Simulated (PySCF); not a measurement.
Molecule (SMILES): P#P (P2).
Geometry (B3LYP-D3(BJ)/def2-TZVP, fixed):
```
P
P 1 1.8895
```

Basis-set convergence of the mean static polarisability at PBE0 with PySCF. All functions are spherical. Density fitting with generated auxiliary sets. No added dispersion term, no relativity. Reference: the value in aug-pcseg-3, 49.94 bohr³, itself unsure by roughly 0.3 % (its mean distance from aug-cc-pV(Q+d)Z, aug-pcseg-2, aug-cc-pV(T+d)Z). Deviations are taken from unrounded values.

```tsv
basis	functions	mean static polarisability (bohr³)	minus reference (%)
STO-3G	18	15.12	-69.7
6-31G	26	34.71	-30.5
pcseg-0	26	31.26	-37.4
def2-SVP	36	34.70	-30.5
pcseg-1	36	37.94	-24.0
def2-SVPD	48	46.03	-7.8
aug-pcseg-1	54	49.26	-1.3
6-311+G**	60	40.95	-18.0
cc-pV(T+d)Z	78	41.82	-16.3
def2-TZVPPD	96	49.02	-1.8
jun-cc-pV(T+d)Z	96	49.81	-0.2
aug-cc-pV(T+d)Z	110	49.83	-0.2
pcseg-3	128	43.69	-12.5
```
